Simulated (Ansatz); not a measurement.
# C2H5NO: the cost of one run

Program: Ansatz 0.2.0, Gaussian basis. Level of theory: the settings change from run to run. These are calculated values, not measurements.

### Step 1. The relaxed structure

The structure was relaxed beforehand with PBE0-D4 in a triple-zeta def2 set.

SMILES `COC=N`, 9 atoms, charge 0, spin multiplicity 1.

Atoms are counted from 1 here; the program's logs count them from 0.

Bond lengths: C1–O2 1.422 Å, C1–H5 1.088 Å, C1–H6 1.091 Å, C1–H7 1.091 Å, O2–C3 1.331 Å, C3–N4 1.261 Å, C3–H8 1.093 Å, N4–H9 1.014 Å. Angles: O2–C1–H5 105.8°, O2–C1–H6 110.6°, O2–C1–H7 110.6°, H5–C1–H6 110.7°, H5–C1–H7 110.7°, H6–C1–H7 108.4°, C1–O2–C3 115.7°, O2–C3–N4 123.4°, O2–C3–H8 109.6°, N4–C3–H8 127.0°, C3–N4–H9 110.5°.

### Step 2. CAM-B3LYP/x2c-TZVPPall

Set apart from the defaults: multiplicity 3, atoms shaken by 0.08 Å.

File in.yaml:

```yaml
crystal:
  periodic: [false, false, false]
  atoms:
    - {symbol: C, position_ang: [0.314510, 0.775681, -0.811567]}
    - {symbol: O, position_ang: [0.142462, -0.543719, -0.739670]}
    - {symbol: C, position_ang: [-0.274495, -0.946379, 0.512806]}
    - {symbol: N, position_ang: [-0.264522, -0.208903, 1.406846]}
    - {symbol: H, position_ang: [0.376549, 1.149447, -1.863791]}
    - {symbol: H, position_ang: [-0.533713, 1.584290, -0.498559]}
    - {symbol: H, position_ang: [1.029428, 1.115587, -0.243136]}
    - {symbol: H, position_ang: [-0.226009, -2.058522, 0.353249]}
    - {symbol: H, position_ang: [-0.438274, -0.730027, 2.256821]}
basis:
  gaussian: {orbitals: x2c-TZVPPall}
magnetization: {spin_polarized: true, initial_magnetization: 2}
hamiltonian: {xc: {name: CAM-B3LYP}}
```

On the command line:

```bash
$ ansatz run in.yaml --threads 2 --pin off --events-out ev --progress --plain --max-ram 4352MiB
```

What time and memory should one allow on 2 threads of Arm Neoverse V1, shared host?

About 15 s, with a peak of 0.64 GiB.
